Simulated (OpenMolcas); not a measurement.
# SF2 (SMILES FSF): N12/ANO-L-VDZP

What is the vertical ionisation energy of SF2 at N12/ANO-L-VDZP? 

The calculation is run with OpenMolcas 26.06.

### 1 The molecule

SF2: 3 atoms, total charge 0, spin state singlet. SMILES: `FSF`. The shape is that of a GFN2-xTB optimisation.

Bond lengths: F1–S2 1.632 Å, S2–F3 1.632 Å. Angles: F1–S2–F3 97.2°.

### 2 A single-point energy at N12/ANO-L-VDZP

job.inp

```
* F2S Kohn-Sham DFT
>>> EXPORT MOLCAS_PRINT=2

&GATEWAY
  COORD
  3
  bohr
  F      0.85933406     2.13826290     0.70877958
  S     -1.18478269     0.24891473    -0.62047268
  F      0.32544863    -2.38715873    -0.08830690
  BASIS
  ANO-L-VDZP
  GROUP
  NoSym

&SEWARD

&SCF
  KSDFT
  2
  1.0 GGA_X_N12
  1.0 GGA_C_N12
  PRORBITALS
  0
```

Run with:

```console
export MOLCAS_MEM=1860
pymolcas job.inp > job.log
```

Log:

```text
--- Start Module: gateway ---
[...]
--- Stop Module: gateway /rc=_RC_ALL_IS_WELL_ ---
--- Start Module: seward ---
[...]
      Basis functions           46
--- Stop Module: seward /rc=_RC_ALL_IS_WELL_ ---
[...]
--- Start Module: scf ---
[...]
       Convergence after  14 Iterations
[...]
::    Total KS-DFT energy                            -597.8234134437
[...]
      Total spin, S                                     0.0000000000
[...]
      Total electronic charge=   34.000000
      Total            charge=   -0.000000
[...]
      Dipole Moment (debye):
      Origin of the operator (angstrom)=   -0.1163    0.0244   -0.0609
                   X= -1.2520E+00               Y=  2.6240E-01               Z= -6.5577E-01           Total=  1.4375E+00
      Quadrupole Moment (debye*angstrom):
[...]
--- Stop Module: scf /rc=_RC_ALL_IS_WELL_ ---
[...]
```

Wall time 8.7 s (1 thread of AMD EPYC 7R43 (Zen 3), shared host); peak memory 0.38 GiB.

### 3 The doublet cation, same level

job.input

```
&GATEWAY
Coord
3
bohr
F      0.85933406     2.13826290     0.70877958
S     -1.18478269     0.24891473    -0.62047268
F      0.32544863    -2.38715873    -0.08830690
Basis=ANO-L-VDZP
Group=NoSym
&SEWARD
&SCF
UHF
Charge=1
Spin=2
KSDFT=2
1.0 GGA_X_N12
1.0 GGA_C_N12
PrOrbitals=0
```

Run with:

```console
export MOLCAS_MEM=1860
pymolcas job.input > job.log
```

Log:

```text
--- Start Module: gateway ---
[...]
--- Stop Module: gateway /rc=_RC_ALL_IS_WELL_ ---
--- Start Module: seward ---
[...]
      Basis functions           46
--- Stop Module: seward /rc=_RC_ALL_IS_WELL_ ---
[...]
--- Start Module: scf ---
[...]
       Convergence after  18 Iterations
[...]
::    Total KS-DFT energy                            -597.4398145600
[...]
      Total spin, S                                     0.5010659297
[...]
      Total electronic charge=   33.000000
      Total            charge=    1.000000
[...]
      Dipole Moment (debye):
      Origin of the operator (angstrom)=   -0.1163    0.0244   -0.0609
                   X= -2.3906E+00               Y=  5.0179E-01               Z= -1.2520E+00           Total=  2.7449E+00
      Center of Charge (angstrom)
[...]
--- Stop Module: scf /rc=_RC_ALL_IS_WELL_ ---
[...]
```

Run time: 11 s. Hardware: 1 thread of AMD EPYC 7R43 (Zen 3), shared host; peak memory 0.38 GiB.

### 4 Outcome

Level: N12/ANO-L-VDZP.

| quantity | value |
| --- | --- |
| singlet SF2: total energy | -597.82341 Eh |
| singlet SF2: dipole moment | 1.44 D |
| singlet SF2: HOMO energy | -6.13 eV |
| singlet SF2: LUMO energy | -3.45 eV |
| singlet SF2: HOMO–LUMO gap | 2.68 eV |
| doublet cation: total energy | -597.43981 Eh |
| doublet cation: HOMO energy (highest over α and β) | -16.11 eV |
| doublet cation: LUMO energy (lowest over α and β) | -14.73 eV |
| doublet cation: ⟨S²⟩ | 0.752 |
| vertical ionisation energy (to the doublet cation) | 10.438 eV |

In words: This program's gradients are faulty for this kind of reference, so any forces in the log (doublet cation) can't be trusted; the energy can. The vertical ionisation energy comes to 10.44 eV (1007 kJ/mol). The negative HOMO energy of the first species, 6.13 eV, lies 4.31 eV below that difference. Mulliken charges (doublet cation) run from +0.01 on F1 to +0.99 on S2.
